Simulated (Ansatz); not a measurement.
Two isomers of C4H6O2: A = `C=CC(=O)OC`, B = `C=C=C(O)CO`.

Calculated with Ansatz (gas phase, PBE0-D4/def2-TZVP geometries, no zero-point term in ΔE). CBS: MP2 limit from def2 TZ/QZ plus the TZ coupled-cluster correction, frozen cores. DFT in def2-TZVPP. B3LYP here is the variant with VWN-RPA as its local correlation; programs differ in this. Each species was taken in one conformer, which may not be the lowest.

(1) Which isomer does CCSD(T)/CBS put lower? Give the gap. (Best estimate.)

(2) Give E(B) − E(A) in kJ/mol with HF/def2-TZVPP, B3LYP, r2SCAN-D4, PBE-D4, B2PLYP, ωB97M-V, CCSD(T)/def2-TZVPP. (An estimate is asked.)

Largest T1 diagnostic: 0.015.

Results:

(1) Computed: A, by 150.6 kJ/mol.

(2) The calculation gave: HF/def2-TZVPP 177.8, B3LYP 154.1, r2SCAN-D4 156.9, PBE-D4 147.3, B2PLYP 158.7, ωB97M-V 154.0, CCSD(T)/def2-TZVPP 155.9. None reverses the order clearly.

In def2-TZVPP, CCSD(T) changes the Hartree–Fock value by −21.9 kJ/mol (the triples alone add +0.5 kJ/mol) and MP2 by −21.2 kJ/mol.
